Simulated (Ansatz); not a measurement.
A nudged elastic band was laid between two geometries of BH3O + ClH (7 atoms, charge 0, multiplicity 1).

The calculation used RKS PBE-D4/def2-SVP (Ansatz 0.2.0).

```
movable images  : 7
climbing image  : yes
spring          : 5.0 eV/Å²
optimiser       : quadratic models (default)
start path      : through a guess of the saddle point
force threshold : 0.2 eV/Å
iteration limit : 60
end points      : relaxed
```

First end point:

```xyz
7
Properties=species:S:1:pos:R:3
B -0.137 -0.433 -0.016
O -0.508 0.167 1.151
H -1.144 -0.349 1.682
H 0.652 0.177 -0.707
H -0.597 -1.522 -0.312
Cl 0.791 3.003 1.650
H 0.184 1.842 1.577
```

Last end point:

```xyz
7
Properties=species:S:1:pos:R:3
B 0.029 0.352 0.031
O -0.144 -0.103 1.634
H -1.080 0.085 1.862
H 1.174 0.027 -0.224
H -0.883 -0.244 -0.515
Cl -0.218 2.187 0.109
H 0.363 0.581 2.127
```

Task: Which bonds break or form, and what moves?

Result: Bonds broken: Cl6–H7. Bonds formed: B1–Cl6, O2–H7. BH3O + ClH becomes BClH4O.

Task: What energy profile does the band end with?

Result: The run converged. The highest image is number 5 of 0 to 8, 55.0 kJ/mol above the first end and 56.2 kJ/mol above the last; the last end lies 1.2 kJ/mol below the first. The threshold of 0.2 eV/Å is loose, so the images may lie well off the minimum-energy path. Another band between the same ends (7 images) ends at a top of the same energy, where a vibrational analysis finds 1 clearly imaginary mode. The orbitals stay closed-shell, which can raise the energy where a bond breaks towards radicals; this wasn't checked here.

```csv
image,path coordinate (Å),energy (kJ/mol),Cl6–H7 (Å),B1–Cl6 (Å),O2–H7 (Å)
0,0.00,0.0,1.31,3.93,1.86
1,0.62,1.1,1.31,3.84,1.87
2,1.23,3.3,1.31,3.66,1.93
3,1.85,6.4,1.31,3.33,2.02
4,2.47,15.5,1.32,2.81,1.88
5,3.08,55.0,1.50,2.23,1.33
6,3.54,10.5,1.93,1.94,1.03
7,4.00,-0.9,2.41,1.86,0.99
8,4.46,-1.2,2.64,1.85,0.98
```

Task: What is the geometry of the highest image?

Result: 
```xyz
7
Properties=species:S:1:pos:R:3:forces:R:3
B 0.043 0.060 0.168 -0.03 0.00 0.00
O -0.086 -0.091 1.647 0.00 0.05 0.02
H -1.016 -0.272 1.888 0.01 0.00 0.00
H 1.158 -0.153 -0.244 0.02 0.00 -0.01
H -0.960 -0.161 -0.479 0.00 0.01 -0.01
Cl 0.087 2.265 0.479 0.00 -0.03 0.01
H 0.015 1.237 1.565 -0.01 -0.04 0.00
```

The run took 2.6 min on 1 thread of Arm Neoverse V1, with other jobs on the host, peak memory 0.11 GiB.
